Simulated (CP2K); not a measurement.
**CS2 (carbon disulfide): wB97X/cc-pVTZ**

What is the energy change on altering one bond length of CS2 (carbon disulfide) at wB97X/cc-pVTZ? 

The results are computed with CP2K 2026.2.

3 further runs of the same task are left out: 2 that didn't finish, 1 set aside as unsound or not needed.

**1. The structure to begin with**

The species is CS2 (3 atoms), meant as a singlet with charge 0. SMILES: `S=C=S`. Geometry: relaxed at PBE0-D4/def2-TZVP.

Bond lengths: S1–C2 1.548 Å, C2–S3 1.548 Å. Angles: S1–C2–S3 180.0°.

**2. The energy at wB97X/cc-pVTZ**

Input file job.inp:

```
&FORCE_EVAL
    METHOD QS
    &DFT
        BASIS_SET_FILE_NAME ./cc_pvtz.basis
        POTENTIAL_FILE_NAME POTENTIAL
        CHARGE 0
        MULTIPLICITY 1
        ! Quickstep
        &QS
            METHOD GAPW
            EPS_DEFAULT 1.0E-10
        &END QS
        ! real-space grids
        &MGRID
            CUTOFF 280
            REL_CUTOFF 50
            NGRIDS 4
        &END MGRID
        ! isolated system
        &POISSON
            PERIODIC NONE
            POISSON_SOLVER MULTIPOLE
        &END POISSON
        &SCF
            SCF_GUESS ATOMIC
            EPS_SCF 1.0E-07
            MAX_SCF 150
            ADDED_MOS 5
            &DIAGONALIZATION
                ALGORITHM STANDARD
            &END DIAGONALIZATION
            &MIXING
                METHOD DIRECT_P_MIXING
                ALPHA 0.4
            &END MIXING
        &END SCF
        &XC
            &XC_FUNCTIONAL
                &HYB_GGA_XC_WB97X
                &END HYB_GGA_XC_WB97X
            &END XC_FUNCTIONAL
            &HF
                FRACTION 1.0
                &SCREENING
                    EPS_SCHWARZ 1.0E-10
                    SCREEN_ON_INITIAL_P F
                &END SCREENING
                &INTERACTION_POTENTIAL
                    POTENTIAL_TYPE MIX_CL
                    SCALE_COULOMB 0.157706
                    SCALE_LONGRANGE 0.842294
                    OMEGA 0.3
                &END INTERACTION_POTENTIAL
                &MEMORY
                    MAX_MEMORY 1050
                &END MEMORY
            &END HF
        &END XC
        &PRINT
            &MOMENTS
                PERIODIC F
                REFERENCE COM
                MAX_MOMENT 1
            &END MOMENTS
            &MO ON
                ENERGIES T
                OCCUPATION_NUMBERS T
                NDIGITS 6
                &EACH
                    QS_SCF 0
                &END EACH
                ADD_LAST NUMERIC
            &END MO
            &LOWDIN ON
            &END LOWDIN
            &HIRSHFELD OFF
            &END HIRSHFELD
            &MO_MOLDEN ON
                NDIGITS 8
            &END MO_MOLDEN
        &END PRINT
    &END DFT
    ! atoms, cell and kinds
    &SUBSYS
        &CELL
            ABC [angstrom] 9.7 7.3 8.5
            PERIODIC NONE
        &END CELL
        &COORD
            S      6.207000     3.494000     4.979100
            C      4.850000     3.650000     4.250000
            S      3.493000     3.806000     3.520900
        &END COORD
        &KIND S
            BASIS_SET cc-pVTZ
            POTENTIAL ALL
            LEBEDEV_GRID 194
            RADIAL_GRID 100
        &END KIND
        &KIND C
            BASIS_SET cc-pVTZ
            POTENTIAL ALL
            LEBEDEV_GRID 194
            RADIAL_GRID 100
        &END KIND
    &END SUBSYS
&END FORCE_EVAL

&GLOBAL
    PROJECT_NAME job
    RUN_TYPE ENERGY
    PRINT_LEVEL MEDIUM
&END GLOBAL
```

On the command line:

```
$ OMP_NUM_THREADS=1 cp2k.psmp -i job.inp > job.out 2>&1
```

The log of the run:

```text
CP2K| version string:                                       CP2K version 2026.2
[...]
 GLOBAL| Method name                                                        CP2K
[...]
 GLOBAL| Run type                                                         ENERGY
[...]
 DFT| Spin restricted Kohn-Sham (RKS) calculation                            RKS
 DFT| Multiplicity                                                             1
[...]
 DFT| Charge                                                                   0
[...]
 FUNCTIONAL| HYB_GGA_XC_WB97X:
[...]
 QS| Method:                                                                GAPW
[...]
 QS| Density cutoff [a.u.]:                                                140.0
[...]
 QS| Relative density cutoff [a.u.]:                                        25.0
[...]
                             - Atoms:                                          3
[...]
                             - Spherical basis functions:                     98
[...]
 Number of electrons:                                                         38
[...]
     1 P_Mix/Diag. 0.40E+00   36.6     0.59304907      -835.0321436926 -8.35E+02
[...]
    14 DIIS/Diag.  0.45E-07    0.9     0.00000006      -834.5063287463 -4.55E-13
  *** SCF run converged in    14 steps ***
[...]
  Overlap energy of the core charge distribution:               0.00000548590364
  Self energy of the core charge distribution:               -372.99973087673129
  Core Hamiltonian energy:                                   -464.11773493584792
  Hartree energy:                                              62.31627515517873
  Exchange-correlation energy:                                 -4.95707140496646
  Hartree-Fock Exchange energy:                               -13.78305009100035
[...]
                     Mulliken Population Analysis
 #  Atom  Element  Kind  Atomic population                           Net charge
       1     S        1         15.986612                              0.013388
       2     C        2          6.026777                             -0.026777
       3     S        1         15.986612                              0.013388
 # Total charge                             38.000000                 -0.000000
[...]
  Dipole moment [Debye]
    X=  0.2320193E-09 Y= -0.1731070E-10 Z=  0.1634086E-09  Total=      0.0000000
 ENERGY| Total FORCE_EVAL ( QS ) energy [hartree]           -834.506328746329473
[...]
```

Wall time 49 s (1 thread of Arm Neoverse V1, shared host); peak memory 0.49 GiB.

**3. The distorted shape at the same level**

Input file molecule.inp:

```
&GLOBAL
  PROJECT molecule
  RUN_TYPE ENERGY
  PRINT_LEVEL MEDIUM
&END GLOBAL

&FORCE_EVAL
  METHOD Quickstep
  &DFT
    BASIS_SET_FILE_NAME ./cc_pvtz.basis
    POTENTIAL_FILE_NAME POTENTIAL
    CHARGE 0
    MULTIPLICITY 1
    &QS
      METHOD GAPW
      EPS_DEFAULT 1.0E-10
    &END QS
    &MGRID
      CUTOFF 280
      REL_CUTOFF 50
      NGRIDS 4
    &END MGRID
    &POISSON
      PERIODIC NONE
      POISSON_SOLVER MULTIPOLE
    &END POISSON
    &SCF
      SCF_GUESS ATOMIC
      EPS_SCF 1.0E-07
      MAX_SCF 80
      ADDED_MOS 10
      &DIAGONALIZATION
        ALGORITHM STANDARD
      &END DIAGONALIZATION
      &MIXING
        METHOD DIRECT_P_MIXING
        ALPHA 0.4
      &END MIXING
    &END SCF
    &XC
      &XC_FUNCTIONAL
        &HYB_GGA_XC_WB97X
        &END HYB_GGA_XC_WB97X
      &END XC_FUNCTIONAL
      &HF
        FRACTION 1.0
        &SCREENING
          EPS_SCHWARZ 1.0E-10
          SCREEN_ON_INITIAL_P F
        &END SCREENING
        &INTERACTION_POTENTIAL
          POTENTIAL_TYPE MIX_CL
          SCALE_COULOMB 0.157706
          SCALE_LONGRANGE 0.842294
          OMEGA 0.3
        &END INTERACTION_POTENTIAL
        &MEMORY
          MAX_MEMORY 1050
        &END MEMORY
      &END HF
    &END XC
    &PRINT
      &MOMENTS
        PERIODIC F
        REFERENCE COM
        MAX_MOMENT 1
      &END MOMENTS
      &MO ON
        ENERGIES T
        OCCUPATION_NUMBERS T
        NDIGITS 6
        &EACH
          QS_SCF 0
        &END EACH
        ADD_LAST NUMERIC
      &END MO
      &LOWDIN ON
      &END LOWDIN
      &HIRSHFELD OFF
      &END HIRSHFELD
    &END PRINT
  &END DFT
  &SUBSYS
    &CELL
      ABC [angstrom] 9.9 7.3 8.6
      PERIODIC NONE
    &END CELL
    &COORD
      UNIT bohr
      S      2.9490178    -0.3390169     1.5844730
      C      0.0000000     0.0000000     0.0000000
      S     -2.5643584     0.2947973    -1.3777993
    &END COORD
    &TOPOLOGY
      &CENTER_COORDINATES
      &END CENTER_COORDINATES
    &END TOPOLOGY
    &KIND S
      BASIS_SET cc-pVTZ
      POTENTIAL ALL
      LEBEDEV_GRID 194
      RADIAL_GRID 100
    &END KIND
    &KIND C
      BASIS_SET cc-pVTZ
      POTENTIAL ALL
      LEBEDEV_GRID 194
      RADIAL_GRID 100
    &END KIND
  &END SUBSYS
&END FORCE_EVAL
```

On the command line:

```
$ OMP_NUM_THREADS=1 cp2k.psmp molecule.inp > molecule.out
```

The log of the run:

```text
CP2K| version string:                                       CP2K version 2026.2
[...]
 GLOBAL| Method name                                                        CP2K
[...]
 GLOBAL| Run type                                                         ENERGY
[...]
 DFT| Spin restricted Kohn-Sham (RKS) calculation                            RKS
 DFT| Multiplicity                                                             1
[...]
 DFT| Charge                                                                   0
[...]
 FUNCTIONAL| HYB_GGA_XC_WB97X:
[...]
 QS| Method:                                                                GAPW
[...]
 QS| Density cutoff [a.u.]:                                                140.0
[...]
 QS| Relative density cutoff [a.u.]:                                        25.0
[...]
                             - Atoms:                                          3
[...]
                             - Spherical basis functions:                     98
[...]
 Number of electrons:                                                         38
[...]
     1 P_Mix/Diag. 0.40E+00   35.4     0.62308333      -834.7032258301 -8.35E+02
[...]
    19 DIIS/Diag.  0.46E-07    0.9     0.00000005      -834.4718235329  4.55E-13
  *** SCF run converged in    19 steps ***
[...]
  Overlap energy of the core charge distribution:               0.00000276330724
  Self energy of the core charge distribution:               -372.99973087673129
  Core Hamiltonian energy:                                   -464.43208539766886
  Hartree energy:                                              62.62634644505300
  Exchange-correlation energy:                                 -4.86831240708962
  Hartree-Fock Exchange energy:                               -13.75157415624416
[...]
                     Mulliken Population Analysis
 #  Atom  Element  Kind  Atomic population                           Net charge
       1     S        1         16.101245                             -0.101245
       2     C        2          6.001228                             -0.001228
       3     S        1         15.897527                              0.102473
 # Total charge                             38.000000                 -0.000000
[...]
  Dipole moment [Debye]
    X= -0.1468242E+01 Y=  0.1726006E+00 Z= -0.7955010E+00  Total=      1.6787938
 ENERGY| Total FORCE_EVAL ( QS ) energy [hartree]           -834.471823532918961
[...]
```

Run time: 52 s. Hardware: 1 thread of Arm Neoverse V1, shared host; peak memory 0.49 GiB.

**4. What came out**

At wB97X/cc-pVTZ:

| quantity | value |
| --- | --- |
| first shape: total energy | -834.50633 Eh |
| first shape: dipole moment | 0.00 D |
| first shape: HOMO energy | -9.86 eV |
| first shape: LUMO energy | 0.20 eV |
| first shape: HOMO–LUMO gap | 10.05 eV |
| distorted shape: total energy | -834.47182 Eh |
| distorted shape: dipole moment | 1.68 D |
| distorted shape: HOMO energy | -9.73 eV |
| distorted shape: LUMO energy | -0.41 eV |
| distorted shape: HOMO–LUMO gap | 9.31 eV |
| energy change with the S1–C2 bond stretched from 1.548 to 1.781 Å | 0.939 eV |

With the S1–C2 bond stretched from 1.548 to 1.781 Å the energy rises by 0.94 eV (90.6 kJ/mol). The first shape isn't relaxed at this level, so the change isn't measured from a minimum.
